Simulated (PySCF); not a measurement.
CH$_{3}$O, SMILES `C[O]` (charge 0, multiplicity 2)

Method: TPSSh-D3(BJ)/def2-TZVP // TPSS-D3(BJ)/def2-SVP in PySCF 2.14.0.

| Property | Result |
|---|---|
| highest occupied spin orbital | -6.86 eV |
| dipole moment | 2.03 D |
| total energy | -115.1058 Ha |
| cost | about 120 core-seconds (a rough figure) |

```xyz
5

C     -0.0244    -0.0302    -0.0224
O      1.3260     0.0635     0.1219
H     -0.5057    -0.0311     0.9879
H     -0.4127     0.9116    -0.4857
H     -0.3915    -0.9055    -0.6058
```
Charge 0, spin multiplicity 2.
